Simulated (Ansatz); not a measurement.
Basis-set extrapolation for C3H7NO (`C/N=C(\C)O`) (PBE0-D4/def2-TZVP geometry, frozen core, the Gaussian-basis code of Ansatz). Multiplicity 1, RHF reference.

```csv
,def2-TZVPP,def2-QZVPP
HF,-247.084074,-247.095642
MP2 correlation,-0.950882,-1.016846
CCSD(T) correlation,-1.024179,not run
```

Energies in hartree. Use E(X) = E(∞) + A·exp(−7.88·√X) for Hartree–Fock and E(X) = E(∞) + B·X^(−2.97) for correlation, with X = 3 and 4, and add CCSD(T) minus MP2 of the smaller set to the MP2 limit.

**Question.** What is the CCSD(T) energy at the basis-set limit?

**Answer.** HF limit: -247.095642 + (-0.011568) × 0.13774 = -247.09724. MP2 limit: -1.016846 + (-0.065964) × 0.74074 = -1.06571. Higher-order term: -1.024179 − (-0.950882) = -0.07330. Total: -248.23625 hartree, 3.48 eV below CCSD(T)/def2-TZVPP.
